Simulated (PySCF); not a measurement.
One formula, C4H5NO, several structures.

PySCF, CAM-B3LYP/def2-SVPD, density fitting, gas phase; each molecule at its own PBE0-D3(BJ)/def2-SVP geometry, one conformer. Singlet excitations by full TDDFT with frozen cores, triplets by Tamm–Dancoff TDDFT and ionisation energies by ΔSCF, from the lowest of the holes tried. 

Torsions of the conformers computed, which needn't be the lowest (atom-mapped SMILES):
- `[CH:1]#[C:2][C:3](=[O:4])[NH:5][CH3:6]`: C2–C3–N5–C6 180°
- `[CH3:1][C@H:2]([C:3]#[N:4])[CH:5]=[O:6]`: C1–C2–C5–O6 -95°
- `[O:1]=[CH:2][NH:3][CH:4]1[CH:5]=[CH:6]1`: O1–C2–N3–C4 0°, C2–N3–C4–C5 150°
- `[N:1]#[C:2][CH2:3][CH2:4][CH:5]=[O:6]`: C2–C3–C4–C5 180°, C3–C4–C5–O6 0°
- `[CH3:1][C:2](=[O:3])[CH2:4][C:5]#[N:6]`: C1–C2–C4–C5 -25°
- `[N:1]#[C:2][CH2:3][C@@H:4]1[CH2:5][O:6]1`: C2–C3–C4–C5 -96°

Reference: `Cc1cnoc1`, with HOMO energy -8.85 eV, LUMO energy 0.69 eV, lowest singlet excitation 6.39 eV, lowest triplet excitation 4.26 eV, mean polarisability 54.3 au, dipole moment 3.51 D and vertical ionisation energy 9.76 eV.

Changes against it:

```
      molecule  Δ electronic energy (kcal/mol)  Δ HOMO energy (eV)  Δ LUMO energy (eV)  Δ lowest singlet excitation (eV)  Δ lowest triplet excitation (eV)  Δ mean polarisability (au)  Δ dipole moment (D)  Δ vertical ionisation energy (eV)
      N#CCCC=O                           -18.4               -0.82               -0.84                             -1.98                             -0.47                        -0.1                -0.41                              +0.97
      Cc1ncco1                           -29.6               +0.51               +0.42                             +0.01                             -0.06                        +0.5                -2.13                              -0.49
    CC(=O)CC#N                           -22.8               -0.71               -0.75                             -1.84                             -0.28                        -0.4                -1.92                              +0.72
N#CC[C@@H]1CO1                            +5.1               -1.24               +0.33                             +1.23                             +2.02                        -1.6                -1.25                              +1.32
      Cc1cocn1                           -26.4               +0.50               +0.23                             -0.18                             -0.17                        -0.1                -2.08                              -0.51
 N#C[C@H]1CCO1                            +5.7               -0.88               +0.10                             +0.37                             +1.78                        -2.1                +1.02                              +0.93
      Cc1ccon1                            -2.6               -0.25               +0.08                             +0.30                             +0.13                        +0.3                -0.43                              +0.25
```

Rows whose labels were lost:

```tsv
row	Δ electronic energy (kcal/mol)	Δ HOMO energy (eV)	Δ LUMO energy (eV)	Δ lowest singlet excitation (eV)	Δ lowest triplet excitation (eV)	Δ mean polarisability (au)	Δ dipole moment (D)	Δ vertical ionisation energy (eV)
P	+2.6	-0.29	-0.54	-1.33	+0.35	+5.2	+0.53	+0.17
Q	-14.5	-0.91	-1.20	-2.11	-0.59	-0.1	-0.70	+1.02
R	+16.8	+0.35	-0.11	-0.94	+0.09	+3.3	+1.00	-0.42
```

**Question.** Which row belongs to which of `C#CC(=O)NC`, `C[C@H](C#N)C=O` and `O=CNC1C=C1`?

**Answer.** P = `C#CC(=O)NC`, Q = `C[C@H](C#N)C=O` and R = `O=CNC1C=C1`. P and Q are told apart most clearly by the electronic energy (+2.6 against -14.5 kcal/mol); P and R are told apart most clearly by the electronic energy (+2.6 against +16.8 kcal/mol); Q and R are told apart most clearly by the electronic energy (-14.5 against +16.8 kcal/mol); Q comes close to the labelled row of `N#CCCC=O` in every column.

**Question.** Which row has the smallest HOMO–LUMO gap and which the largest, and does the HOMO or the LUMO shift more there?

**Answer.** Smallest, counted from the reference: R, -0.46 eV (HOMO +0.35, LUMO -0.11), the larger shift being that of the HOMO. Largest: `N#CC[C@@H]1CO1`, +1.57 eV (HOMO -1.24, LUMO +0.33), the larger shift being that of the HOMO.

**Question.** Fit a straight line for the change of the LUMO energy against that of the lowest singlet excitation over the labelled rows, and test it on P, Q and R.

**Answer.** Over the 7 labelled rows the slope is 0.396 eV/eV, the intercept +0.06 eV, r = 0.91 and the standard error 0.23 eV. P: predicted -0.47, computed -0.54 eV; Q: predicted -0.78, computed -1.20 eV; R: predicted -0.32, computed -0.11 eV. The mean miss is 0.23 eV, against 0.56 eV for guessing the labelled rows' mean: the line carries over to these rows.
